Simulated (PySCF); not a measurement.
**Electric field gradients and quadrupole coupling constants**

Isobutyric acid, C4H8O2.
Z-matrix (Å and degrees, PBE0-D3(BJ)/def2-SVP geometry), rows numbered from 1:
```
C 
C   1  1.5190
C   2  1.5296  1  112.77
C   2  1.5124  1  110.69  3  -124.64
O   4  1.2030  2  125.80  1     3.37
O   4  1.3421  2  112.05  1  -176.49
H   1  1.0999  2  110.44  3   -60.11
H   1  1.1004  2  110.68  3    59.86
H   1  1.0987  2  111.39  3   179.09
H   2  1.1055  1  109.58  3   119.75
H   3  1.0986  2  111.43  1   177.77
H   3  1.1001  2  110.16  1    57.47
H   3  1.1016  2  110.79  1   -61.66
H   6  0.9695  4  106.29  2  -179.51
```

Field gradients from the PBE0/pcSseg-1 density (PySCF, non-relativistic), principal values in atomic units, ordered |Vxx| ≤ |Vyy| ≤ |Vzz|:

```
atom      Vxx      Vyy      Vzz
  O5   0.6474   0.9583  -1.6056
  O6  -0.3561  -1.2180   1.5741
```

Task: Find the asymmetry η = (Vxx − Vyy)/Vzz and the couplings χ = eQV/h (234.96 MHz × Q in barn × V in au), with Q(17O) = −0.0256 b.

Result: 
```tsv
atom	environment	nucleus	η	χzz (MHz)	χxx (MHz)	χyy (MHz)
O5	acid carbonyl oxygen	17O	0.19	9.66	-3.89	-5.76
O6	acid hydroxyl oxygen	17O	0.55	-9.47	2.14	7.33
```

The tensor is traceless: Vxx + Vyy + Vzz = 0.

Task: What is Vzz at O6 in SI units (1 au = 9.71736 × 10²¹ V/m²)?

Result: 1.5741 au = 15.296 × 10²¹ V/m².

Task: And the gradient at the other heavy atoms, for which no coupling is worked out here?

Result: 
```
atom                    environment  Vzz (au)     η
  C1                  methyl carbon     0.077  0.21
  C2  sp3 carbon next to a carbonyl     0.079  0.62
  C3                  methyl carbon     0.094  0.28
  C4         carboxylic acid carbon    -0.440  0.99
```

Task: What couplings would deuterons (Q(2H) = 0.00286 b) have in place of the hydrogens, at this geometry?

Result: 
| atom | bonded to | bond length (Å) | Vzz (au) | η | χzz (kHz) |
| --- | --- | --- | --- | --- | --- |
| H7 | C1 | 1.100 | 0.2935 | 0.03 | 197 |
| H8 | C1 | 1.100 | 0.2907 | 0.04 | 195 |
| H9 | C1 | 1.099 | 0.2935 | 0.04 | 197 |
| H10 | C2 | 1.105 | 0.2766 | 0.03 | 186 |
| H11 | C3 | 1.099 | 0.2920 | 0.02 | 196 |
| H12 | C3 | 1.100 | 0.2925 | 0.03 | 197 |
| H13 | C3 | 1.102 | 0.2885 | 0.03 | 194 |
| H14 | O6 | 0.969 | 0.4347 | 0.10 | 292 |

One conformer (not necessarily the lowest) at the PBE0-D3(BJ)/def2-SVP geometry, without solvent, vibrations or thermal averaging. A larger basis could move these couplings by a tenth or more.
